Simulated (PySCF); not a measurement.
# [H···H···SiH], doublet along the distance H1-H2

Starting geometry:

```xyz
4

H    -2.6780    0.0479    0.0000
H    -1.9330    0.0479    0.0000
Si    0.1460    0.0479    0.0000
H     0.5424   -1.4316    0.0000
```

From there atom H2 is moved from one fragment to the other while all else, the fragments' distance too, stays fixed; atoms are numbered as listed. Energies are in eV, counted from the starting geometry at the same level.

Basis 6-31G; PySCF 2.14.0. Only valence electrons are correlated (noble-gas cores frozen). Prefix R: restricted or restricted open-shell reference.

The RHF row is the lowest restricted solution found. The determinant for coupled cluster was chosen by trial CCSD, here up to 0.04 eV above the lowest Hartree–Fock solution of its kind, and MP2 stands on that determinant too. A value is left out where its run failed or describes another state than the reference as far as symmetry and spin tell, or, spin-broken singlets apart, can't be checked. The reference follows the lowest state, whose symmetry changes from A'' to A' between 1.201 and 1.293.

Full CI is exact within this basis and frozen core; it isn't the basis-set limit.

```
distance H1-H2 (Å)  full CI  unpaired electrons (full CI)  error RHF  error RMP2  error RCCSD  error RCCSD(T)  error RCCSDT
             0.693    0.035                          1.04     -0.037      -0.015       -0.001           0.000         0.000
             0.745    0.000                          1.04      0.000       0.000        0.000           0.000         0.000
             0.836    0.154                          1.04      0.075       0.033        0.003           0.001         0.000
             0.928    0.464                          1.06      0.172       0.081        0.008           0.003         0.000
             1.019    0.828                          1.10      0.304       0.152        0.018           0.007         0.000
             1.110    1.185                          1.19      0.453       0.263        0.036           0.014         0.001
             1.201    1.490                          1.40          –           –            –               –             –
             1.293    1.621                          1.05     -0.036       0.028        0.012           0.005         0.001
             1.384    1.786                          1.05     -0.145      -0.021        0.009           0.004         0.001
```

Unpaired electrons are Σ n²(2−n)² over natural occupations. Errors are those of relative energies. In total energy the starting point itself misses full CI by: RHF 1.999, RMP2 0.627, RCCSD 0.021, RCCSD(T) 0.007, RCCSDT 0.001 eV.

Spread of the error over the points with a reference, to 1.384 Å (largest less smallest): RCCSDT 0.001 (8 of 9 points), RCCSD(T) 0.015 (8 of 9 points), RCCSD 0.037 (8 of 9 points), RMP2 0.284 (8 of 9 points), RHF 0.598 (8 of 9 points) eV.
